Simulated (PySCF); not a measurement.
Atomization energy of CO, singlet, from cheap to dear

Geometry (MP2(full)/6-31G*, from the G2/97 set):

```xyz
2

O     0.0000    0.0000    0.0000
C     0.0000    0.0000    1.1503
```

Measured, as an electronic atomization energy: 1084.7 kJ/mol (G2/97 heats of formation of molecule and atoms, with zero-point and thermal terms from B3LYP taken off; Curtiss et al., J. Chem. Phys. 106, 1063 (1997), Staroverov et al., J. Chem. Phys. 119, 12129 (2003)). The measured value holds scalar relativity and spin–orbit coupling, which all computed ones lack, and core correlation, which the wave-function levels lack. Atoms are taken at the same level; beside RHF, RMP2 and RCC rows they are unrestricted. (Q) wasn't run for open shells, so the atoms' step beyond CCSDT comes from their full CI. PySCF 2.14.0; the 6-31G* set has Cartesian d functions; a miss is computed less measured; times are wall times on shared hosts and scatter by a factor of two or so; they hold the correlated step alone (with one SCF for RCCSD(T)), and functionals start from a converged Hartree–Fock density. B3LYP has the VWN-RPA form, and B2PLYP's MP2 part freezes the cores. A small miss in a small set is a cancellation of the method's error against the basis error.

```json
{"level": "RHF", "basis": "STO-3G", "miss (kJ/mol)": "-499.7", "time of the run": "–", "hardware": "–"}
{"level": "RCCSD(T)", "basis": "STO-3G", "miss (kJ/mol)": "-178.8", "time of the run": "0.15 s", "hardware": "1 CPU thread"}
{"level": "RCCSDT(Q)", "basis": "STO-3G", "miss (kJ/mol)": "-176.8", "time of the run": "0.33 s", "hardware": "1 CPU thread"}
{"level": "full CI", "basis": "STO-3G", "miss (kJ/mol)": "-176.5", "time of the run": "0.06 s", "hardware": "1 CPU thread"}
{"level": "PBE", "basis": "STO-3G", "miss (kJ/mol)": "11.8", "time of the run": "0.39 s", "hardware": "1 CPU thread"}
{"level": "r2SCAN", "basis": "STO-3G", "miss (kJ/mol)": "-56.0", "time of the run": "0.58 s", "hardware": "1 CPU thread"}
{"level": "wB97M-V", "basis": "STO-3G", "miss (kJ/mol)": "-43.1", "time of the run": "3.1 s", "hardware": "1 CPU thread"}
{"level": "RHF", "basis": "6-31G", "miss (kJ/mol)": "-538.2", "time of the run": "–", "hardware": "–"}
{"level": "RMP2", "basis": "6-31G", "miss (kJ/mol)": "-168.1", "time of the run": "–", "hardware": "–"}
{"level": "RCCSDT(Q)", "basis": "6-31G", "miss (kJ/mol)": "-211.5", "time of the run": "1.4 s", "hardware": "1 CPU thread"}
{"level": "full CI", "basis": "6-31G", "miss (kJ/mol)": "-211.6", "time of the run": "2.5 min", "hardware": "1 CPU thread"}
{"level": "PBE", "basis": "6-31G", "miss (kJ/mol)": "-73.3", "time of the run": "0.53 s", "hardware": "1 CPU thread"}
{"level": "r2SCAN", "basis": "6-31G", "miss (kJ/mol)": "-137.7", "time of the run": "0.74 s", "hardware": "1 CPU thread"}
{"level": "B3LYP", "basis": "6-31G", "miss (kJ/mol)": "-147.1", "time of the run": "0.54 s", "hardware": "1 CPU thread"}
{"level": "B2PLYP", "basis": "6-31G", "miss (kJ/mol)": "-160.4", "time of the run": "0.75 s", "hardware": "1 CPU thread"}
{"level": "RHF", "basis": "cc-pVDZ", "miss (kJ/mol)": "-382.7", "time of the run": "–", "hardware": "–"}
{"level": "RMP2", "basis": "cc-pVDZ", "miss (kJ/mol)": "-23.1", "time of the run": "–", "hardware": "–"}
{"level": "RCCSD(T)", "basis": "cc-pVDZ", "miss (kJ/mol)": "-75.0", "time of the run": "0.29 s", "hardware": "1 CPU thread"}
{"level": "RCCSDT(Q)", "basis": "cc-pVDZ", "miss (kJ/mol)": "-72.1", "time of the run": "46 s", "hardware": "1 CPU thread"}
{"level": "PBE", "basis": "cc-pVDZ", "miss (kJ/mol)": "30.4", "time of the run": "2.6 s", "hardware": "1 CPU thread"}
{"level": "r2SCAN", "basis": "cc-pVDZ", "miss (kJ/mol)": "-30.7", "time of the run": "3.8 s", "hardware": "1 CPU thread"}
{"level": "B3LYP", "basis": "cc-pVDZ", "miss (kJ/mol)": "-33.6", "time of the run": "2.6 s", "hardware": "1 CPU thread"}
{"level": "wB97M-V", "basis": "cc-pVDZ", "miss (kJ/mol)": "-6.2", "time of the run": "7.5 s", "hardware": "1 CPU thread"}
{"level": "B2PLYP", "basis": "cc-pVDZ", "miss (kJ/mol)": "-35.3", "time of the run": "2.6 s", "hardware": "1 CPU thread"}
{"level": "RCCSD(T)", "basis": "6-31G*", "miss (kJ/mol)": "-63.9", "time of the run": "0.32 s", "hardware": "1 CPU thread"}
{"level": "RCCSDT(Q)", "basis": "6-31G*", "miss (kJ/mol)": "-60.9", "time of the run": "61 s", "hardware": "1 CPU thread"}
{"level": "PBE", "basis": "6-31G*", "miss (kJ/mol)": "35.3", "time of the run": "3 s", "hardware": "1 CPU thread"}
{"level": "r2SCAN", "basis": "6-31G*", "miss (kJ/mol)": "-25.7", "time of the run": "3.9 s", "hardware": "1 CPU thread"}
{"level": "B3LYP", "basis": "6-31G*", "miss (kJ/mol)": "-28.7", "time of the run": "2.5 s", "hardware": "1 CPU thread"}
{"level": "wB97M-V", "basis": "6-31G*", "miss (kJ/mol)": "-1.6", "time of the run": "7.8 s", "hardware": "1 CPU thread"}
{"level": "RMP2", "basis": "cc-pVTZ", "miss (kJ/mol)": "23.2", "time of the run": "–", "hardware": "–"}
{"level": "RCCSDT(Q)", "basis": "cc-pVTZ", "miss (kJ/mol)": "-32.2", "time of the run": "19 min", "hardware": "1 CPU thread"}
{"level": "r2SCAN", "basis": "cc-pVTZ", "miss (kJ/mol)": "-18.2", "time of the run": "9.2 s", "hardware": "1 CPU thread"}
{"level": "B3LYP", "basis": "cc-pVTZ", "miss (kJ/mol)": "-19.9", "time of the run": "5 s", "hardware": "1 CPU thread"}
{"level": "wB97M-V", "basis": "cc-pVTZ", "miss (kJ/mol)": "1.9", "time of the run": "14 s", "hardware": "1 CPU thread"}
{"level": "B2PLYP", "basis": "cc-pVTZ", "miss (kJ/mol)": "-11.0", "time of the run": "4.3 s", "hardware": "1 CPU thread"}
{"level": "RMP2", "basis": "cc-pVQZ", "miss (kJ/mol)": "42.0", "time of the run": "–", "hardware": "–"}
{"level": "RCCSD(T)", "basis": "cc-pVQZ", "miss (kJ/mol)": "-16.0", "time of the run": "81 s", "hardware": "1 CPU thread"}
{"level": "PBE", "basis": "cc-pVQZ", "miss (kJ/mol)": "42.5", "time of the run": "14 s", "hardware": "1 CPU thread"}
{"level": "B2PLYP", "basis": "cc-pVQZ", "miss (kJ/mol)": "-4.1", "time of the run": "15 s", "hardware": "1 CPU thread"}
```

A dash: the level came out of a higher level's run.

A composite of the best parts (restricted reference, at this geometry, which isn't the minimum of the high levels):

```
                                    part  kJ/mol
Hartree–Fock limit (T, Q; exp(−5.46 √X))  720.94
   CCSD(T) correlation limit (T, Q; X⁻³)  359.41
                    CCSDT − CCSD(T) (TZ)   -1.65
                                (Q) (TZ)    2.90
                                     sum  1081.6
                       sum less measured    -3.1
```
